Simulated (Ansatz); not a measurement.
# B₂H₂ (singlet): from Hartree-Fock to the top rungs at distance B1–B2 = 2.425 Å, cc-pVTZ

How much of the correlation energy of B₂H₂ (singlet) does each wave-function method recover here?

Program: Ansatz 0.2.0, Gaussian basis. Level of theory: cc-pVTZ, core rule «outside noble gas», up to 2 orbitals frozen. These are calculated values, not measurements.

To be run: UHF; CCSD(T) on RHF; CCSD(T) on UHF; BCCD(T) on RHF; CCSDT(Q) on RHF; CCSDT(Q) on UHF; CASSCF and NEVPT2, 2 electrons in 2 orbitals; CASSCF and MRCISD+Q, 8 electrons in 10 orbitals; CASSCF and NEVPT2, 8 electrons in 10 orbitals.

6 further runs of the same task are left out: 6 for a known fault of the program. Runs told in other sessions of the task aren't counted.

## 1. The geometry

The geometry derives from a PBE0/def2-TZVP stationary point (not a proven minimum). One bond is set to the value named and the two fragments are kept rigid.

4 atoms, charge 0, spin multiplicity 1.

Atoms are counted from 1 here; the program's logs count them from 0.

Bond lengths: B1–H3 1.199 Å, B1–H4 1.199 Å. Angles: H3–B1–H4 117.3°.

## 2. UHF

in.yaml

```yaml
crystal:
  periodic: [false, false, false]
  atoms:
    - {symbol: B, position_ang: [0.000000, 0.000000, 1.055918]}
    - {symbol: B, position_ang: [0.000000, 0.000000, -1.369082]}
    - {symbol: H, position_ang: [0.000000, 1.023985, 1.679474]}
    - {symbol: H, position_ang: [0.000000, -1.023985, 1.679474]}
basis:
  gaussian: {orbitals: cc-pVTZ}
magnetization: {spin_polarized: true, initial_magnetization: 0}
hamiltonian: {xc: hf}
output: {orbitals: {seedname: orbitals}}
```

On the command line:

```sh
ansatz run in.yaml --threads 1 --pin off --events-out ev --progress --plain --max-ram 2816MiB --backend cpu
```

After this run come: CCSD(T) on RHF; CCSD(T) on UHF; BCCD(T) on RHF; CCSDT(Q) on RHF; CCSDT(Q) on UHF; CASSCF and NEVPT2, 2 electrons in 2 orbitals; CASSCF and MRCISD+Q, 8 electrons in 10 orbitals; CASSCF and NEVPT2, 8 electrons in 10 orbitals.

Q: Predict the results of all the runs planned. Wanted: RCCSDT(Q) from the RHF energy; RMP2 from RCCSDT(Q); UMP2 from RCCSDT(Q); RCCSD from RCCSDT(Q); RCCSD(T) from RCCSDT(Q); UCCSD(T) from RCCSDT(Q); UCCSDT(Q) from RCCSDT(Q); NEVPT2 pair from RCCSDT(Q); NEVPT2 valence from RCCSDT(Q).

The runs gave:

| quantity | value |
| --- | --- |
| RCCSDT(Q) from the RHF energy | -5.8450 eV |
| RMP2 from RCCSDT(Q) | +31.76 kcal/mol |
| UMP2 from RCCSDT(Q) | +36.13 kcal/mol |
| RCCSD from RCCSDT(Q) | +5.42 kcal/mol |
| RCCSD(T) from RCCSDT(Q) | +0.96 kcal/mol |
| UCCSD(T) from RCCSDT(Q) | +0.92 kcal/mol |
| UCCSDT(Q) from RCCSDT(Q) | -0.01 kcal/mol |
| NEVPT2 pair from RCCSDT(Q) | +28.90 kcal/mol |
| NEVPT2 valence from RCCSDT(Q) | +19.95 kcal/mol |
| MRCISD+Q valence from RCCSDT(Q) | +0.90 kcal/mol |
| levels within 1 kcal/mol (43 meV) | RCCSD(T), UCCSD(T), BCCD(T), RCCSDT, UCCSDT, UCCSDT(Q), MRCISD+Q valence |
| T1 diagnostic | 0.016 |
| effectively unpaired electrons | 0.16 |

What this shows: RCCSD(T) misses by +0.96 kcal/mol, 0.7 % of the correlation energy. One determinant dominates. Of the multireference levels listed MRCISD+Q valence comes nearest in total energy (+0.90 kcal/mol), which doesn't show that its space is the better one. These misses are within one basis, not against nature.
